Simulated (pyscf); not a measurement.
F–Si(SiH₃)(SiH₃)–SiH₃ + •H₂C–F → H₃Si–Si•(SiH₃)–SiH₃ + F–CH₂–F (atom transfer; doublet surface; F–Si broken, C–F formed). Single points on ωB97X-D3(BJ)/def2-SVP structures (PySCF, gas phase). Energies in kcal/mol from the separated reactants.

```
level                   barrier  reaction energy
----------------------  -------  ---------------
ωB97X-D3(BJ)/def2-TZVP        …            +13.9
PBE/def2-TZVP              31.2            +11.7
r²SCAN/def2-TZVP              …                …
PBE0-D3(BJ)/def2-TZVP      39.4            +12.2
ωB97M-D3(BJ)/def2-TZVP     44.8            +15.3
HF/def2-TZVP               74.0            +19.4
```

### Question
Fill in the missing entries.

### Answer

- ωB97X-D3(BJ)/def2-TZVP, barrier: 47.7
- r²SCAN/def2-TZVP, barrier: 37.1
- r²SCAN/def2-TZVP, reaction energy: +14.8

The functionals in the table span 16.6 kcal/mol in this barrier, from PBE to ωB97X-D3(BJ)/def2-TZVP. This is the saddle that the search found; another between the same sides may lie lower. The angle at the transferred F is 158°.
